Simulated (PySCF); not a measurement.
C₄H₁₀OS.
Atom-mapped SMILES: `[CH3:1][CH:2]([CH3:3])[S@:4]([CH3:5])=[O:6]` (hydrogens: H7, H8, H9 on C1; H10 on C2; H11, H12, H13 on C3; H14, H15, H16 on C5)

Geometry (PBE0-D3(BJ)/def2-SVP, Å), atoms numbered from 1 in this order:
```xyz
16
C4H10OS angstrom
C     -0.755    1.426    0.023
C     -0.428   -0.007   -0.353
C     -1.650   -0.892   -0.511
S      0.620   -0.801    0.950
C      2.183    0.022    0.538
O      0.800   -2.235    0.528
H      0.141    2.061    0.099
H     -1.289    1.468    0.985
H     -1.409    1.876   -0.740
H      0.182   -0.051   -1.272
H     -2.265   -0.887    0.404
H     -1.343   -1.927   -0.714
H     -2.276   -0.533   -1.342
H      2.421   -0.191   -0.514
H      2.942   -0.434    1.187
H      2.128    1.103    0.731
```

The closed-shell ground state was solved at several levels (PySCF, density fitting, gas phase, non-relativistic).

| level | basis functions | total energy (Eh) | HOMO (eV) | LUMO (eV) | gap (eV) | dipole (D) |
| --- | --- | --- | --- | --- | --- | --- |
| B3LYP/def2-SVPD | 210 | -631.5634 | -6.37 | 0.21 | 6.58 | 4.20 |
| PBE0/pcSseg-1 | 159 | -631.3576 | -6.44 | 0.96 | 7.40 | 4.07 |

What might HF/pcSseg-2 (363 basis functions) give for the same quantities?

Total energy -629.7425 Eh, HOMO -9.82 eV, LUMO 2.50 eV, gap 12.32 eV, dipole 4.70 D.

Over all these levels, which gives the widest orbital gap and which the narrowest?

HF/pcSseg-2 (Hartree–Fock, all exact exchange) has the widest, 12.32 eV, and B3LYP/def2-SVPD (global hybrid, 20 % exact exchange) the narrowest, 6.58 eV. Functional and basis both differ between the two, so the spread mixes both effects. The HOMO need not be the same orbital at Hartree–Fock and at DFT levels.

How far do the dipole and the HOMO energy spread over the levels?

The dipole runs from 4.07 to 4.70 D (mean 4.33 D) and the HOMO from -9.82 to -6.37 eV.

One conformer stands for the species.
